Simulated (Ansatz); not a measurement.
# Iridium, fcc: convergence with cold smearing

Computed with Ansatz, PBE, scalar-relativistic PAW, on the relaxed cell (a = 3.872 Å; spin not included). Errors count from a run at 420 eV on a Γ-centred 23×23×23 mesh with Fermi-Dirac smearing of 0.1 eV, extrapolated to zero width. Fixed here: cutoff 420 eV, mesh 14×14×14. The SCF starts from atomic densities corrected by a trained network.

```json
{"width (eV)": "0.01", "E(σ→0) error (meV/atom)": "13.6", "F error (meV/atom)": "13.6", "P (GPa)": "-0.22", "SCF iterations": "5"}
{"width (eV)": "0.03", "E(σ→0) error (meV/atom)": "13.5", "F error (meV/atom)": "13.4", "P (GPa)": "-0.23", "SCF iterations": "5"}
{"width (eV)": "0.1", "E(σ→0) error (meV/atom)": "13.1", "F error (meV/atom)": "12.7", "P (GPa)": "-0.25", "SCF iterations": "6"}
{"width (eV)": "0.2", "E(σ→0) error (meV/atom)": "12.4", "F error (meV/atom)": "12.0", "P (GPa)": "-0.25", "SCF iterations": "6"}
{"width (eV)": "0.3", "E(σ→0) error (meV/atom)": "12.5", "F error (meV/atom)": "10.9", "P (GPa)": "-0.21", "SCF iterations": "6"}
{"width (eV)": "0.6", "E(σ→0) error (meV/atom)": "7.8", "F error (meV/atom)": "2.1", "P (GPa)": "-0.10", "SCF iterations": "6"}
{"width (eV)": "1.0", "E(σ→0) error (meV/atom)": "-3.5", "F error (meV/atom)": "0.1", "P (GPa)": "-0.53", "SCF iterations": "5"}
```
